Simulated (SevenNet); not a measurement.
## Rhombohedral A7 As

These are the machine-learned potential SevenNet-0 (trained on PBE and PBE+U data) values and carry that method's errors.

Cell: relaxed at this level.

equilibrium lattice constant a: 3.759 Å
lattice parameter c: 11.556 Å
equilibrium volume per atom: 23.57 Å³/atom

Measured, for comparison: lattice constant a 3.760 Å, lattice parameter c 10.441 Å (4 K, zero-point motion not removed; as tabulated in Schiferl, Barrett, J. Appl. Cryst. 2, 30 (1969), as in the American …). Computed (rounded) less measured: lattice constant a 0.0 %, lattice parameter c +10.7 %.

A machine-learned potential is trained on density-functional data: it inherits that level's misses and adds fitting errors of its own.

Note: the model's c/a of 3.07 is far from the 2.81 of the starting cell; this model's volume lies 9 % above that of the starting cell (a measured, published or database cell).
